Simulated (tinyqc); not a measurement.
RHF in the sto-3g basis, for CH3-, spin multiplicity 1, step by step (part 1 of 2). The basis has no diffuse functions, so it cannot describe the extra electron: this is an exercise in the method, not the real anion. Computed by tinyqc, a small Python program that keeps every step (integrals from PySCF). Settings: charge = -1, multiplicity = 1, basis = sto-3g, energy threshold = 1e-10, iteration cap = 59, orthogonalisation = symmetric, start = random, DIIS depth = 0, shift = 1.0, method = RHF. Command: `OMP_NUM_THREADS=1 python tinyqc.py 24883 24884 out.jsonl` (the two numbers bound the seeds that draw the settings). One thread of a shared host (Intel(R) Xeon(R) Processor @ 2.60GHz), about 0.08 s of CPU time with the checks. Later iterations appear only in the table of the cycle.

## One-electron integrals

Geometry (angstrom):
```
atom        x        y       z
C      0.0000   0.0000  0.1040
H      1.1310   0.0000  0.0000
H     -0.5650   0.9790  0.0000
H     -0.5650  -0.9790  0.0000
```

Basis sto-3g: exponents (1/bohr^2) and contraction coefficients of normalised primitives:
```
element  l (shell)  exponent  coefficient
C            s (1)   71.6168       0.1543
C            s (1)   13.0451       0.5353
C            s (1)    3.5305       0.4446
C            s (2)    2.9412      -0.1000
C            s (2)    0.6835       0.3995
C            s (2)    0.2223       0.7001
C            p (3)    2.9412       0.1559
C            p (3)    0.6835       0.6077
C            p (3)    0.2223       0.3920
H            s (1)    3.4253       0.1543
H            s (1)    0.6239       0.5353
H            s (1)    0.1689       0.4446
```

Overlap, kinetic and nuclear-attraction integrals over the contracted functions; the nuclear repulsion is the sum of Za Zb / Rab.

nuclear repulsion = 9.200495 hartree

overlap S:
```
         1C 1s   1C 2s   1C 2px   1C 2py   1C 2pz    2H 1s    3H 1s    4H 1s
1C 1s   1.0000  0.2484   0.0000   0.0000   0.0000   0.0560   0.0561   0.0561
1C 2s   0.2484  1.0000   0.0000   0.0000   0.0000   0.4647   0.4651   0.4651
1C 2px  0.0000  0.0000   1.0000   0.0000   0.0000   0.4492  -0.2247  -0.2247
1C 2py  0.0000  0.0000   0.0000   1.0000   0.0000   0.0000   0.3893  -0.3893
1C 2pz  0.0000  0.0000   0.0000   0.0000   1.0000  -0.0413  -0.0414  -0.0414
2H 1s   0.0560  0.4647   0.4492   0.0000  -0.0413   1.0000   0.1276   0.1276
3H 1s   0.0561  0.4651  -0.2247   0.3893  -0.0414   0.1276   1.0000   0.1277
4H 1s   0.0561  0.4651  -0.2247  -0.3893  -0.0414   0.1276   0.1277   1.0000
```

kinetic energy T (hartree):
```
          1C 1s    1C 2s   1C 2px   1C 2py   1C 2pz    2H 1s    3H 1s    4H 1s
1C 1s   15.8911  -0.0859   0.0000   0.0000   0.0000  -0.0117  -0.0117  -0.0117
1C 2s   -0.0859   0.4722   0.0000   0.0000   0.0000   0.0925   0.0927   0.0927
1C 2px   0.0000   0.0000   1.4777   0.0000   0.0000   0.2328  -0.1166  -0.1166
1C 2py   0.0000   0.0000   0.0000   1.4777   0.0000   0.0000   0.2020  -0.2020
1C 2pz   0.0000   0.0000   0.0000   0.0000   1.4777  -0.0214  -0.0215  -0.0215
2H 1s   -0.0117   0.0925   0.2328   0.0000  -0.0214   0.7600  -0.0096  -0.0096
3H 1s   -0.0117   0.0927  -0.1166   0.2020  -0.0215  -0.0096   0.7600  -0.0095
4H 1s   -0.0117   0.0927  -0.1166  -0.2020  -0.0215  -0.0096  -0.0095   0.7600
```

nuclear attraction V (hartree):
```
           1C 1s    1C 2s   1C 2px   1C 2py   1C 2pz    2H 1s    3H 1s    4H 1s
1C 1s   -35.0510  -4.5395   0.0000   0.0000   0.0043  -1.0398  -1.0415  -1.0415
1C 2s    -4.5395  -6.5560   0.0001   0.0000   0.0448  -2.5580  -2.5606  -2.5606
1C 2px    0.0000   0.0001  -6.5712   0.0000   0.0000  -2.2870   1.1441   1.1441
1C 2py    0.0000   0.0000   0.0000  -6.5714   0.0000   0.0000  -1.9824   1.9824
1C 2pz    0.0043   0.0448   0.0000   0.0000  -6.3994   0.2205   0.2208   0.2208
2H 1s    -1.0398  -2.5580  -2.2870   0.0000   0.2205  -4.5120  -0.6422  -0.6422
3H 1s    -1.0415  -2.5606   1.1441  -1.9824   0.2208  -0.6422  -4.5135  -0.6427
4H 1s    -1.0415  -2.5606   1.1441   1.9824   0.2208  -0.6422  -0.6427  -4.5135
```

core Hamiltonian H = T + V (hartree):
```
           1C 1s    1C 2s   1C 2px   1C 2py   1C 2pz    2H 1s    3H 1s    4H 1s
1C 1s   -19.1599  -4.6254   0.0000   0.0000   0.0043  -1.0516  -1.0532  -1.0532
1C 2s    -4.6254  -6.0838   0.0001   0.0000   0.0448  -2.4655  -2.4679  -2.4679
1C 2px    0.0000   0.0001  -5.0935   0.0000   0.0000  -2.0542   1.0275   1.0275
1C 2py    0.0000   0.0000   0.0000  -5.0937   0.0000   0.0000  -1.7804   1.7804
1C 2pz    0.0043   0.0448   0.0000   0.0000  -4.9217   0.1991   0.1993   0.1993
2H 1s    -1.0516  -2.4655  -2.0542   0.0000   0.1991  -3.7520  -0.6518  -0.6518
3H 1s    -1.0532  -2.4679   1.0275  -1.7804   0.1993  -0.6518  -3.7535  -0.6522
4H 1s    -1.0532  -2.4679   1.0275   1.7804   0.1993  -0.6518  -0.6522  -3.7535
```

## Two-electron integrals

Functions are numbered as in S; the eight-fold symmetry (ij|kl) = (ji|kl) = (kl|ij) leaves the list below.

Two-electron integrals (ij|kl) in chemists' order, unique and non-zero (hartree):
```
(11|11) 3.5419      (21|11) 0.5769      (21|21) 0.1119      (22|11) 0.8547
(22|21) 0.2053      (22|22) 0.6247      (31|31) 0.0203      (32|31) 0.0309
(32|32) 0.1380      (33|11) 0.8524      (33|21) 0.2053      (33|22) 0.6246
(33|33) 0.6728      (41|41) 0.0203      (42|41) 0.0309      (42|42) 0.1380
(43|43) 0.0363      (44|11) 0.8524      (44|21) 0.2053      (44|22) 0.6246
(44|33) 0.6003      (44|44) 0.6728      (51|51) 0.0203      (52|51) 0.0309
(52|52) 0.1380      (53|53) 0.0363      (54|54) 0.0363      (55|11) 0.8524
(55|21) 0.2053      (55|22) 0.6246      (55|33) 0.6003      (55|44) 0.6003
(55|55) 0.6728      (61|11) 0.1309      (61|21) 0.0252      (61|22) 0.0462
(61|31) 0.0015      (61|32) 0.0029      (61|33) 0.0465      (61|44) 0.0460
(61|51) -1.42e-04   (61|52) -2.63e-04   (61|53) -4.49e-05   (61|55) 0.0460
(61|61) 0.0058      (62|11) 0.3095      (62|21) 0.0753      (62|22) 0.2517
(62|31) 0.0071      (62|32) 0.0489      (62|33) 0.2633      (62|44) 0.2457
(62|51) -0.0007     (62|52) -0.0045     (62|53) -0.0016     (62|55) 0.2458
(62|61) 0.0177      (62|62) 0.1322      (63|11) 0.2609      (63|21) 0.0643
(63|22) 0.2279      (63|31) 0.0130      (63|32) 0.0817      (63|33) 0.2505
(63|44) 0.2164      (63|51) -4.90e-04   (63|52) -0.0038     (63|53) -0.0023
(63|55) 0.2165      (63|61) 0.0158      (63|62) 0.1422      (63|63) 0.1666
(64|41) 0.0077      (64|42) 0.0405      (64|43) 0.0096      (64|54) -0.0009
(64|64) 0.0164      (65|11) -0.0240     (65|21) -0.0059     (65|22) -0.0210
(65|31) -4.90e-04   (65|32) -0.0038     (65|33) -0.0213     (65|44) -0.0199
(65|51) 0.0078      (65|52) 0.0409      (65|53) 0.0097      (65|55) -0.0217
(65|61) -0.0015     (65|62) -0.0131     (65|63) -0.0138     (65|65) 0.0177
(66|11) 0.4569      (66|21) 0.1131      (66|22) 0.4291      (66|31) 0.0137
(66|32) 0.1249      (66|33) 0.4737      (66|44) 0.4062      (66|51) -0.0013
(66|52) -0.0115     (66|53) -0.0062     (66|55) 0.4068      (66|61) 0.0270
(66|62) 0.2831      (66|63) 0.3367      (66|65) -0.0310     (66|66) 0.7746
(71|11) 0.1311      (71|21) 0.0253      (71|22) 0.0463      (71|31) -0.0008
(71|32) -0.0014     (71|33) 0.0462      (71|41) 0.0013      (71|42) 0.0025
(71|43) -2.12e-04   (71|44) 0.0465      (71|51) -1.42e-04   (71|52) -2.64e-04
(71|53) 2.25e-05    (71|54) -3.90e-05   (71|55) 0.0461      (71|61) 0.0056
(71|62) 0.0166      (71|63) 0.0139      (71|64) 0.0006      (71|65) -0.0014
(71|66) 0.0248      (71|71) 0.0058      (72|11) 0.3099      (72|21) 0.0754
(72|22) 0.2519      (72|31) -0.0036     (72|32) -0.0245     (72|33) 0.2503
(72|41) 0.0062      (72|42) 0.0424      (72|43) -0.0076     (72|44) 0.2591
(72|51) -0.0007     (72|52) -0.0045     (72|53) 0.0008      (72|54) -0.0014
(72|55) 0.2461      (72|61) 0.0166      (72|62) 0.0947      (72|63) 0.0797
(72|64) 0.0112      (72|65) -0.0091     (72|66) 0.1584      (72|71) 0.0178
(72|72) 0.1324      (73|11) -0.1305     (73|21) -0.0322     (73|22) -0.1140
(73|31) 0.0091      (73|32) 0.0509      (73|33) -0.1197     (73|41) -0.0023
(73|42) -0.0178     (73|43) 0.0116      (73|44) -0.1138     (73|51) 2.45e-04
(73|52) 0.0019      (73|53) -0.0012     (73|54) 0.0006      (73|55) -0.1083
(73|61) -0.0064     (73|62) -0.0301     (73|63) -0.0154     (73|64) -0.0026
(73|65) 0.0028      (73|66) -0.0409     (73|71) -0.0079     (73|72) -0.0712
(73|73) 0.0540      (74|11) 0.2262      (74|21) 0.0557      (74|22) 0.1975
(74|31) -0.0023     (74|32) -0.0178     (74|33) 0.1908      (74|41) 0.0117
(74|42) 0.0715      (74|43) -0.0104     (74|44) 0.2139      (74|51) -4.25e-04
(74|52) -0.0033     (74|53) 0.0006      (74|54) -0.0019     (74|55) 0.1876
(74|61) 0.0123      (74|62) 0.0746      (74|63) 0.0624      (74|64) 0.0191
(74|65) -0.0070     (74|66) 0.1252      (74|71) 0.0138      (74|72) 0.1233
(74|73) -0.0651     (74|74) 0.1292      (75|11) -0.0240     (75|21) -0.0059
(75|22) -0.0210     (75|31) 2.45e-04    (75|32) 0.0019      (75|33) -0.0203
(75|41) -4.25e-04   (75|42) -0.0033     (75|43) 0.0006      (75|44) -0.0210
(75|51) 0.0078      (75|52) 0.0409      (75|53) -0.0049     (75|54) 0.0084
(75|55) -0.0217     (75|61) -0.0014     (75|62) -0.0091     (75|63) -0.0075
(75|64) -0.0011     (75|65) 0.0118      (75|66) -0.0162     (75|71) -0.0015
(75|72) -0.0131     (75|73) 0.0069      (75|74) -0.0120     (75|75) 0.0177
(76|11) 0.0764      (76|21) 0.0187      (76|22) 0.0644      (76|31) 0.0007
(76|32) 0.0054      (76|33) 0.0650      (76|41) 0.0013      (76|42) 0.0093
(76|43) 3.64e-04    (76|44) 0.0654      (76|51) -2.71e-04   (76|52) -0.0020
(76|53) -2.63e-04   (76|54) -4.56e-04   (76|55) 0.0628      (76|61) 0.0043
(76|62) 0.0302      (76|63) 0.0301      (76|64) 0.0032      (76|65) -0.0033
(76|66) 0.0604      (76|71) 0.0043      (76|72) 0.0303      (76|73) -0.0122
(76|74) 0.0277      (76|75) -0.0033     (76|76) 0.0085      (77|11) 0.4572
(77|21) 0.1132      (77|22) 0.4292      (77|31) -0.0068     (77|32) -0.0625
(77|33) 0.4233      (77|41) 0.0118      (77|42) 0.1082      (77|43) -0.0292
(77|44) 0.4570      (77|51) -0.0013     (77|52) -0.0115     (77|53) 0.0031
(77|54) -0.0054     (77|55) 0.4070      (77|61) 0.0248      (77|62) 0.1583
(77|63) 0.1288      (77|64) 0.0271      (77|65) -0.0162     (77|66) 0.2692
(77|71) 0.0271      (77|72) 0.2834      (77|73) -0.1684     (77|74) 0.2918
(77|75) -0.0310     (77|76) 0.0604      (77|77) 0.7746      (81|11) 0.1311
(81|21) 0.0253      (81|22) 0.0463      (81|31) -0.0008     (81|32) -0.0014
(81|33) 0.0462      (81|41) -0.0013     (81|42) -0.0025     (81|43) 2.12e-04
(81|44) 0.0465      (81|51) -1.42e-04   (81|52) -2.64e-04   (81|53) 2.25e-05
(81|54) 3.90e-05    (81|55) 0.0461      (81|61) 0.0056      (81|62) 0.0166
(81|63) 0.0139      (81|64) -0.0006     (81|65) -0.0014     (81|66) 0.0248
(81|71) 0.0056      (81|72) 0.0167      (81|73) -0.0075     (81|74) 0.0117
(81|75) -0.0014     (81|76) 0.0041      (81|77) 0.0248      (81|81) 0.0058
(82|11) 0.3099      (82|21) 0.0754      (82|22) 0.2519      (82|31) -0.0036
(82|32) -0.0245     (82|33) 0.2503      (82|41) -0.0062     (82|42) -0.0424
(82|43) 0.0076      (82|44) 0.2591      (82|51) -0.0007     (82|52) -0.0045
(82|53) 0.0008      (82|54) 0.0014      (82|55) 0.2461      (82|61) 0.0166
(82|62) 0.0947      (82|63) 0.0797      (82|64) -0.0112     (82|65) -0.0091
(82|66) 0.1584      (82|71) 0.0167      (82|72) 0.0948      (82|73) -0.0495
(82|74) 0.0634      (82|75) -0.0091     (82|76) 0.0231      (82|77) 0.1584
(82|81) 0.0178      (82|82) 0.1324      (83|11) -0.1305     (83|21) -0.0322
(83|22) -0.1140     (83|31) 0.0091      (83|32) 0.0509      (83|33) -0.1197
(83|41) 0.0023      (83|42) 0.0178      (83|43) -0.0116     (83|44) -0.1138
(83|51) 2.45e-04    (83|52) 0.0019      (83|53) -0.0012     (83|54) -0.0006
(83|55) -0.1083     (83|61) -0.0064     (83|62) -0.0301     (83|63) -0.0154
(83|64) 0.0026      (83|65) 0.0028      (83|66) -0.0409     (83|71) -0.0075
(83|72) -0.0495     (83|73) 0.0363      (83|74) -0.0325     (83|75) 0.0047
(83|76) -0.0093     (83|77) -0.0879     (83|81) -0.0079     (83|82) -0.0712
(83|83) 0.0540      (84|11) -0.2262     (84|21) -0.0557     (84|22) -0.1975
(84|31) 0.0023      (84|32) 0.0178      (84|33) -0.1908     (84|41) 0.0117
(84|42) 0.0715      (84|43) -0.0104     (84|44) -0.2139     (84|51) 4.25e-04
(84|52) 0.0033      (84|53) -0.0006     (84|54) -0.0019     (84|55) -0.1876
(84|61) -0.0123     (84|62) -0.0746     (84|63) -0.0624     (84|64) 0.0191
(84|65) 0.0070      (84|66) -0.1252     (84|71) -0.0117     (84|72) -0.0634
(84|73) 0.0325      (84|74) -0.0326     (84|75) 0.0060      (84|76) -0.0160
(84|77) -0.0981     (84|81) -0.0138     (84|82) -0.1233     (84|83) 0.0651
(84|84) 0.1292      (85|11) -0.0240     (85|21) -0.0059     (85|22) -0.0210
(85|31) 2.45e-04    (85|32) 0.0019      (85|33) -0.0203     (85|41) 4.25e-04
(85|42) 0.0033      (85|43) -0.0006     (85|44) -0.0210     (85|51) 0.0078
(85|52) 0.0409      (85|53) -0.0049     (85|54) -0.0084     (85|55) -0.0217
(85|61) -0.0014     (85|62) -0.0091     (85|63) -0.0075     (85|64) 0.0011
(85|65) 0.0118      (85|66) -0.0162     (85|71) -0.0014     (85|72) -0.0091
(85|73) 0.0047      (85|74) -0.0060     (85|75) 0.0118      (85|76) -0.0024
(85|77) -0.0162     (85|81) -0.0015     (85|82) -0.0131     (85|83) 0.0069
(85|84) 0.0120      (85|85) 0.0177      (86|11) 0.0764      (86|21) 0.0187
(86|22) 0.0644      (86|31) 0.0007      (86|32) 0.0054      (86|33) 0.0650
(86|41) -0.0013     (86|42) -0.0093     (86|43) -3.64e-04   (86|44) 0.0654
(86|51) -2.71e-04   (86|52) -0.0020     (86|53) -2.63e-04   (86|54) 4.56e-04
(86|55) 0.0628      (86|61) 0.0043      (86|62) 0.0302      (86|63) 0.0301
(86|64) -0.0032     (86|65) -0.0033     (86|66) 0.0604      (86|71) 0.0041
(86|72) 0.0231      (86|73) -0.0093     (86|74) 0.0160      (86|75) -0.0024
(86|76) 0.0067      (86|77) 0.0381      (86|81) 0.0043      (86|82) 0.0303
(86|83) -0.0122     (86|84) -0.0277     (86|85) -0.0033     (86|86) 0.0085
(87|11) 0.0765      (87|21) 0.0187      (87|22) 0.0645      (87|31) -0.0015
(87|32) -0.0107     (87|33) 0.0656      (87|44) 0.0648      (87|51) -2.72e-04
(87|52) -0.0020     (87|53) 0.0005      (87|55) 0.0629      (87|61) 0.0041
(87|62) 0.0231      (87|63) 0.0185      (87|65) -0.0024     (87|66) 0.0381
(87|71) 0.0043      (87|72) 0.0303      (87|73) -0.0179     (87|74) 0.0245
(87|75) -0.0033     (87|76) 0.0067      (87|77) 0.0605      (87|81) 0.0043
(87|82) 0.0303      (87|83) -0.0179     (87|84) -0.0245     (87|85) -0.0033
(87|86) 0.0067      (87|87) 0.0085      (88|11) 0.4572      (88|21) 0.1132
(88|22) 0.4292      (88|31) -0.0068     (88|32) -0.0625     (88|33) 0.4233
(88|41) -0.0118     (88|42) -0.1082     (88|43) 0.0292      (88|44) 0.4570
(88|51) -0.0013     (88|52) -0.0115     (88|53) 0.0031      (88|54) 0.0054
(88|55) 0.4070      (88|61) 0.0248      (88|62) 0.1583      (88|63) 0.1288
(88|64) -0.0271     (88|65) -0.0162     (88|66) 0.2692      (88|71) 0.0248
(88|72) 0.1584      (88|73) -0.0879     (88|74) 0.0981      (88|75) -0.0162
(88|76) 0.0381      (88|77) 0.2692      (88|81) 0.0271      (88|82) 0.2834
(88|83) -0.1684     (88|84) -0.2918     (88|85) -0.0310     (88|86) 0.0604
(88|87) 0.0605      (88|88) 0.7746
```

## Orthogonalisation

S = U s U^T; symmetric (Loewdin) form X = U s^(-1/2) U^T, so that X^T S X = 1.

eigenvalues of S: 0.2861  0.3819  0.3823  0.9572  1.0103  1.4901  1.4904  2.0016

X:
```
          1C 1s    1C 2s   1C 2px   1C 2py   1C 2pz    2H 1s    3H 1s    4H 1s
1C 1s    1.0283  -0.1641   0.0000   0.0000   0.0030   0.0251   0.0251   0.0251
1C 2s   -0.1641   1.3831  -0.0002   0.0000  -0.0312  -0.3156  -0.3161  -0.3161
1C 2px   0.0000  -0.0002   1.1723   0.0000   0.0000  -0.3236   0.1619   0.1619
1C 2py   0.0000   0.0000   0.0000   1.1726   0.0000   0.0000  -0.2806   0.2806
1C 2pz   0.0030  -0.0312   0.0000   0.0000   1.0027   0.0275   0.0276   0.0276
2H 1s    0.0251  -0.3156  -0.3236   0.0000   0.0275   1.2357  -0.0284  -0.0284
3H 1s    0.0251  -0.3161   0.1619  -0.2806   0.0276  -0.0284   1.2362  -0.0284
4H 1s    0.0251  -0.3161   0.1619   0.2806   0.0276  -0.0284  -0.0284   1.2362
```

## Starting guess

The start is random orthonormal orbitals; D = 2 C_occ C_occ^T.

D at the start:
```
          1C 1s    1C 2s   1C 2px   1C 2py   1C 2pz    2H 1s    3H 1s    4H 1s
1C 1s    0.9236  -1.4118   0.2334  -0.4154   0.2562  -0.1388   0.8731   0.6995
1C 2s   -1.4118   3.1253  -1.0657   0.4690  -0.0539  -0.2288  -1.7695  -0.7302
1C 2px   0.2334  -1.0657   1.7619   0.7348   0.0379   0.1985   0.1947   1.3962
1C 2py  -0.4154   0.4690   0.7348   1.3775   0.8538  -0.2085  -0.8466   0.4574
1C 2pz   0.2562  -0.0539   0.0379   0.8538   1.4130  -0.4500   0.0116   0.4871
2H 1s   -0.1388  -0.2288   0.1985  -0.2085  -0.4500   0.5116   0.7492  -0.3814
3H 1s    0.8731  -1.7695   0.1947  -0.8466   0.0116   0.7492   2.9457  -0.0026
4H 1s    0.6995  -0.7302   1.3962   0.4574   0.4871  -0.3814  -0.0026   2.4824
```

## Iteration 1: building the Fock matrix

J_ij = sum D_kl (ij|kl), K_ij = sum D_kl (ik|jl); F = H + J - 0.5 K; E = tr D H + tr D J / 2 - 0.25 tr D K + E_nn.

Coulomb J (hartree):
```
          1C 1s    1C 2s   1C 2px   1C 2py   1C 2pz    2H 1s    3H 1s    4H 1s
1C 1s    8.7465   1.9172  -0.0334   0.0016   0.0050   0.4292   0.4347   0.4346
1C 2s    1.9172   5.5708  -0.2102   0.0611  -0.0279   2.2171   2.4073   2.3691
1C 2px  -0.0334  -0.2102   5.5879   0.0321  -0.0070   1.9778  -1.1792  -1.1693
1C 2py   0.0016   0.0611   0.0321   5.6169   0.0537   0.0267   1.9628  -1.9000
1C 2pz   0.0050  -0.0279  -0.0070   0.0537   5.4973  -0.1989  -0.2013  -0.2204
2H 1s    0.4292   2.2171   1.9778   0.0267  -0.1989   3.8926   0.5962   0.5858
3H 1s    0.4347   2.4073  -1.1792   1.9628  -0.2013   0.5962   4.6253   0.6240
4H 1s    0.4346   2.3691  -1.1693  -1.9000  -0.2204   0.5858   0.6240   4.4864
```

exchange K (hartree):
```
          1C 1s    1C 2s   1C 2px   1C 2py   1C 2pz    2H 1s    3H 1s    4H 1s
1C 1s    2.3558   0.1991  -0.1511  -0.2825   0.1869  -0.0711   0.1190   0.2698
1C 2s    0.1991   1.6318  -0.2514   0.0194   0.0184   0.6727   0.8169   0.8825
1C 2px  -0.1511  -0.2514   1.4388   0.2989  -0.1526   0.5629  -0.3704  -0.3449
1C 2py  -0.2825   0.0194   0.2989   1.1996   0.4541   0.1406   0.5196  -0.6654
1C 2pz   0.1869   0.0184  -0.1526   0.4541   1.3045  -0.2141   0.0771  -0.0800
2H 1s   -0.0711   0.6727   0.5629   0.1406  -0.2141   0.8708   0.2978   0.2135
3H 1s    0.1190   0.8169  -0.3704   0.5196   0.0771   0.2978   1.5829   0.2192
4H 1s    0.2698   0.8825  -0.3449  -0.6654  -0.0800   0.2135   0.2192   1.5299
```

Fock matrix F (hartree):
```
           1C 1s    1C 2s   1C 2px   1C 2py   1C 2pz    2H 1s    3H 1s    4H 1s
1C 1s   -11.5913  -2.8078   0.0422   0.1429  -0.0841  -0.5868  -0.6779  -0.7535
1C 2s    -2.8078  -1.3289  -0.0844   0.0514   0.0077  -0.5848  -0.4690  -0.5400
1C 2px    0.0422  -0.0844  -0.2250  -0.1174   0.0693  -0.3579   0.0336   0.0306
1C 2py    0.1429   0.0514  -0.1174  -0.0765  -0.1733  -0.0436  -0.0774   0.2131
1C 2pz   -0.0841   0.0077   0.0693  -0.1733  -0.0766   0.1072  -0.0405   0.0189
2H 1s    -0.5868  -0.5848  -0.3579  -0.0436   0.1072  -0.2947  -0.2044  -0.1727
3H 1s    -0.6779  -0.4690   0.0336  -0.0774  -0.0405  -0.2044   0.0803  -0.1378
4H 1s    -0.7535  -0.5400   0.0306   0.2131   0.0189  -0.1727  -0.1378  -0.0320
```

total energy of this density = -20.313064 hartree
